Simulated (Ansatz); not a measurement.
# ClH5NSi: the cost of one run

Method: UKS PBE0-D4/6-31G*, in Ansatz 0.2.0.

1 further run of the same task is left out (it didn't finish).

## 1. The system as given

Bond lengths: Si1–Cl3 2.130 Å, Si1–H4 1.459 Å, Si1–H5 1.459 Å, N6–H7 1.060 Å, N6–H8 1.060 Å. Angles: Cl3–Si1–H4 109.5°, Cl3–Si1–H5 109.5°, H4–Si1–H5 109.5°, H7–N6–H8 120.0°.

Structure file:

```xyz
8

Si    0.0000    0.0000    0.0000
H     0.0000    0.0000    1.7100
Cl    2.0086    0.0000   -0.7093
H    -0.6877    1.1914   -0.4862
H    -0.6877   -1.1914   -0.4862
N     0.0000    0.0000    3.0700
H    -0.4960   -0.7725    3.6000
H     0.4960    0.7725    3.6000
```

## 2. Pulling towards end A

Springs on the bonds that form and break draw the guess towards this end; the thresholds are loose.

File input.yaml:

```yaml
crystal:
  periodic: [false, false, false]
  atoms:
    - { symbol: Si, position_ang: [0.0, 0.0, 0.0] }
    - { symbol: H, position_ang: [0.0, 0.0, 1.71] }
    - { symbol: Cl, position_ang: [2.0086, 0.0, -0.7093] }
    - { symbol: H, position_ang: [-0.6877, 1.1914, -0.4862] }
    - { symbol: H, position_ang: [-0.6877, -1.1914, -0.4862] }
    - { symbol: "N", position_ang: [0.0, 0.0, 3.07] }
    - { symbol: H, position_ang: [-0.496, -0.7725, 3.6] }
    - { symbol: H, position_ang: [0.496, 0.7725, 3.6] }
magnetization:
  spin_polarized: true
  initial_magnetization: 1
basis:
  gaussian: { orbitals: "6-31G*" }
hamiltonian:
  xc: pbe0
  dispersion: d4
relax:
  f_tol: 0.15
  max_steps: 25
  restrain:
    - { distance: [1, 5], at: 2.26, k: 30.0 }
    - { distance: [0, 1], at: 1.46, k: 30.0 }
```

Run with:

```console
$ ansatz run input.yaml --threads 1 --pin off --max-ram 2048MiB --backend cpu --events-out ev --progress --plain --runs-dir out
```

What time and memory should one allow on 1 thread of Arm Neoverse V2, shared host?

About 29 s, with a peak of 0.17 GiB.
